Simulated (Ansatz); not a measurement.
Ansatz (a quantum-chemistry and plane-wave program) input (PBE/6-31G*):

Ansatz 0.2 input:
```yaml
crystal:
  periodic: [false, false, false]
  atoms:
    - {symbol: Si, position_ang: [0.04390558, -0.06769682, -0.01869154]}
    - {symbol: H, position_ang: [-0.15716933, 1.17845905, -0.86390070]}
    - {symbol: H, position_ang: [-0.74566751, 0.21360056, 1.24825763]}
    - {symbol: H, position_ang: [1.45766956, 0.44463684, 0.60925713]}
    - {symbol: H, position_ang: [-1.16951085, -0.88894093, -0.73193245]}
basis:
  gaussian:
    orbitals: 6-31G*
hamiltonian:
  xc: {name: PBE}
total_charge: -1
magnetization: {spin_polarized: true, initial_magnetization: 1}
relax: {f_tol: 0.003, max_steps: 120}
```

From the last part of the output:

```
these checks for a lower state are left out or cut short: starts, cluster_reference, orbital_swaps, neighbouring_geometries, increment
integrals: 0.00 GiB planned
316 factors; integrals over basis functions are off by at most 6.4e-4 eV
mean field: 0.07 GiB planned
mean field evaluation 32: about -7935.6192 eV, gradient 2.1e-5 eV
mean field -7935.61922589 eV, -291.6286275956 hartree, gradient 5.2e-5 eV, S^2 0.753132; 0 other end points of the search recorded, 0 dependent functions left out
the calculation of the forces begins
reference -7935.61925652 eV, -291.6286287212 hartree; 10, 9 occupied and 17, 18 virtual orbitals, 316 factors
relax step   4: F+E_penalty+E_count = -7935.61922589 eV  Δ(F+E_penalty+E_count) = -1.087e-4 eV  max|allowed force component| = 5.858e-3 eV/Å  Δτ_max = 0.0031 Å  (19 SCF iters, accepted)
these checks for a lower state are left out or cut short: starts, cluster_reference, orbital_swaps, neighbouring_geometries, increment
integrals: 0.00 GiB planned
316 factors; integrals over basis functions are off by at most 6.4e-4 eV
mean field: 0.07 GiB planned
mean field -7935.61923804 eV, -291.6286280419 hartree, gradient 2.3e-5 eV, S^2 0.753140; 0 other end points of the search recorded, 0 dependent functions left out
the calculation of the forces begins
reference -7935.61926865 eV, -291.6286291669 hartree; 10, 9 occupied and 17, 18 virtual orbitals, 316 factors
relax step   5: F+E_penalty+E_count = -7935.61923804 eV  Δ(F+E_penalty+E_count) = -1.214e-5 eV  max|allowed force component| = 1.066e-3 eV/Å  Δτ_max = 0.0017 Å  (18 SCF iters, accepted)
integrals: 0.00 GiB planned
316 factors; integrals over basis functions are off by at most 6.4e-4 eV
mean field: 0.07 GiB planned
mean field -7935.61923804 eV, -291.6286280419 hartree, gradient 2.3e-5 eV, S^2 0.753140; 1 other end points of the search recorded, 0 dependent functions left out
the calculation of the forces begins
reference -7935.61926865 eV, -291.6286291669 hartree; 10, 9 occupied and 17, 18 virtual orbitals, 316 factors
Total energy: -7935.61926865 eV, -291.6286291669 hartree
Atom 0 at     0.062113    -0.095771    -0.026443 Å, force     0.000242    -0.000374    -0.000103 eV/Å
Atom 1 at    -0.150929     1.175373    -0.873056 Å, force    -0.000328     0.000416     0.000228 eV/Å
Atom 2 at    -0.743536     0.203778     1.253849 Å, force    -0.000272     0.000508     0.000027 eV/Å
Atom 3 at     1.463648     0.474909     0.624752 Å, force     0.001066     0.000175     0.000377 eV/Å
Atom 4 at    -1.202070    -0.878230    -0.736111 Å, force    -0.000709    -0.000726    -0.000529 eV/Å
Dipole moment:    -0.043846     0.067605     0.018666 e Å
```

The dipole moment of an ion depends on the origin.
